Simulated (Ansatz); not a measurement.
Predict the output of the script below (the Python package of Ansatz (0.2.0)).

Input file `c2h3no.xyz`:
```text
7

N     1.40230    0.19380   -0.04490
C     0.20540   -0.20230   -0.27950
C    -0.83160   -0.12570    0.79220
O    -1.07680    1.20810    1.11900
H     2.12610    0.13560   -0.77580
H    -0.05160   -0.61350   -1.25190
H    -1.77370   -0.59600    0.44100
```

Script `energy_c2h3no.py`:
```python
"""Single point of C2H3NO(-)."""

import ansatz as az

BASIS_SET = "def2-SVP"
XC = "pbe0"
VDW = "d3bj"
CHARGE = -1


def main() -> None:
    mol = az.Crystal.molecule_from_extxyz("c2h3no.xyz")

    job = (
        mol.calculation()
        .basis(gaussian=BASIS_SET)
        .functional(XC, dispersion=VDW)
        .charge(CHARGE)
        .spin("collinear", total=1)
    )
    result = job.run()
    summary = result.report

    print("reference energy %16.6f eV" % summary["reference_energy_ev"])
    print("total energy     %16.6f eV" % summary["free_energy_ev"])
    print("occupied orbitals outside the frozen core (up, down):", summary["n_occupied"], " frozen:", summary["n_frozen"], " virtual:", summary["n_virtual"])


if __name__ == "__main__":
    main()
```

`python energy_c2h3no.py` gives:
```text
reference energy     -5646.277054 eV
total energy         -5646.366177 eV
occupied orbitals outside the frozen core (up, down): [16, 15]  frozen: 0  virtual: [55, 56]
```

What to keep in mind:
- Total energies depend on the basis set; only differences at equal settings carry meaning.
- The geometry is a force-field or estimated start, not a minimum of this method, and the basis set is short of its limit.
- The run takes the species as open-shell (spin multiplicity 2), which needn't be its ground state.
- Total less reference energy is the dispersion correction.
- Anions want diffuse functions, which this basis lacks.
- It ran for 2.8 s on 1 thread of AMD EPYC 7B13 (Zen 3), with other jobs on the host, peak memory 0.22 GiB.
